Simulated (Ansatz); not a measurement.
The input, for Ansatz 0.2.0:

```yaml
crystal:
  periodic: [false, false, false]
  atoms:
    - {symbol: Sn, position_ang: [0.000000, 0.000000, 0.000000]}
    - {symbol: H, position_ang: [0.000000, 0.000000, 1.636000]}
basis:
  gaussian: {orbitals: def2-SVPD}
total_charge: -1
magnetization: {spin_polarized: true, initial_magnetization: 2}
hamiltonian: {pseudopotentials: {relativity: scalar}}
correlation: {method: ccsd, electrons: all}
accuracy: high
```

```sh
$ ansatz run in.yaml --threads 1 --pin off --events-out ev --progress --plain --max-ram 2393MiB
```

Roughly how long does this take on 1 thread of AMD EPYC, shared host, and how much host memory?

18 s wall and 0.18 GiB.

```
888 factors; integrals over basis functions are off by at most 1.9e-9 eV
mean field evaluation 1: about -5820.3680 eV, gradient 7.0e0 eV
mean field evaluation 2: about -5820.3840 eV, gradient 7.0e0 eV
mean field evaluation 4: about -5820.9420 eV, gradient 1.1e0 eV
mean field evaluation 8: about -5820.9715 eV, gradient 8.0e-4 eV
mean field evaluation 16: about -5820.3680 eV, gradient 7.0e0 eV
mean field evaluation 32: about -5818.4748 eV, gradient 1.4e-2 eV
mean field evaluation 64: about -5818.4715 eV, gradient 1.2e-1 eV
mean field evaluation 96: about -5817.7799 eV, gradient 1.3e0 eV
mean field -5820.97148937 eV, -213.9167566383 hartree, gradient 4.0e-8 eV, S^2 2.027218; 2 other end points of the search recorded, 0 dependent functions left out
determinant -5820.97148937 eV, -213.9167566383 hartree, with singles and doubles -5824.50864380 eV, -214.0467446660 hartree
determinant -5818.47487187 eV, -213.8250076373 hartree, with singles and doubles -5822.00751714 eV, -213.9548299563 hartree
determinant -5817.84919046 eV, -213.8020142696 hartree, with singles and doubles -5821.45986630 eV, -213.9347041594 hartree
reference -5820.97148937 eV, -213.9167566383 hartree; 13, 11 occupied and 27, 29 virtual orbitals, 888 factors
second order -3.05014108 eV of doubles, -0.00000000 eV of singles
cycle   1  -3.53712282 eV  change    3.2e-5 eV  update   3.4e-4
cycle   2  -3.53711080 eV  change    1.2e-5 eV  update   2.2e-4
cycle   3  -3.53709955 eV  change    1.1e-5 eV  update   7.2e-5
cycle   4  -3.53710138 eV  change   -1.8e-6 eV  update   2.9e-5
cycle   5  -3.53712100 eV  change   -2.0e-5 eV  update   6.4e-6
cycle   6  -3.53712560 eV  change   -4.6e-6 eV  update   1.8e-6
cycle   7  -3.53712559 eV  change    5.7e-9 eV  update   6.9e-7
cycle   8  -3.53712521 eV  change    3.8e-7 eV  update   2.9e-7
cycle   9  -3.53712513 eV  change    8.1e-8 eV  update   1.1e-7
cycle  10  -3.53712515 eV  change   -1.6e-8 eV  update   4.4e-8
cycle  11  -3.53712517 eV  change   -2.1e-8 eV  update   2.1e-8
cycle  12  -3.53712520 eV  change   -3.4e-8 eV  update   5.8e-8
cycle  13  -3.53712522 eV  change   -1.5e-8 eV  update   1.9e-8
cycle  14  -3.53712522 eV  change   4.6e-10 eV  update   4.5e-9
cycle  15  -3.53712522 eV  change  -3.1e-10 eV  update   1.6e-9
Total energy: -5824.50861459 eV, -214.0467435924 hartree
Relativity: scalar
```
